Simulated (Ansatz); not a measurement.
O–B–SiH, singlet: reading a ladder of total energies

Geometry: displaced at random from a stationary point.

```yaml
atoms:
  - { symbol: O, position_ang: [0.0763, 0.0350, 1.9122] }
  - { symbol: B, position_ang: [-0.0886, 0.0609, 0.7187] }
  - { symbol: Si, position_ang: [-0.0119, -0.0926, -1.3166] }
  - { symbol: H, position_ang: [0.0712, 1.3720, -1.3748] }
```

Basis cc-pVDZ; Ansatz 0.2.0. Correlated methods freeze the noble-gas cores, which leaves 14 electrons in 44 orbitals. R marks a restricted (for open shells ROHF) determinant.

Full CI isn't at hand for all of this; RCCSDT(Q) serves as the reference, and is uncertain by the last step of the cluster series or more.

RCCSD has a T1 diagnostic of 0.022 and a largest doubles amplitude of 0.10.

Runs differ by some tens of microhartree through their thresholds, so steps under 0.03 kcal/mol mean nothing.

```csv
level,total energy (hartree)
RHF,-389.049132
RMP2,-389.388421
RCCSD,-389.413665
RCCSD(T),-389.426784
RCCSDT,-389.427877
RCCSDT(Q),-389.429259
```

What is the correlation energy at RCCSDT(Q), and what share of it do RMP2 and RCCSDT recover?

E(corr) = -389.429259 − (-389.049132) = -0.380127 hartree = -10.344 eV. RMP2: -0.339289 / -0.380127 = 89.26 %. RCCSDT: -0.378745 / -0.380127 = 99.64 %.

By how many kcal/mol does RCCSD(T) miss RCCSDT(Q) (1 hartree = 627.509 kcal/mol), and which steps make up the rest?

-389.426784 − (-389.429259) = 0.002475 hartree = 1.55 kcal/mol. Steps: RCCSDT − RCCSD(T) = -0.69, RCCSDT(Q) − RCCSDT = -0.87 kcal/mol. Differences between like states or geometries often cancel part of this.
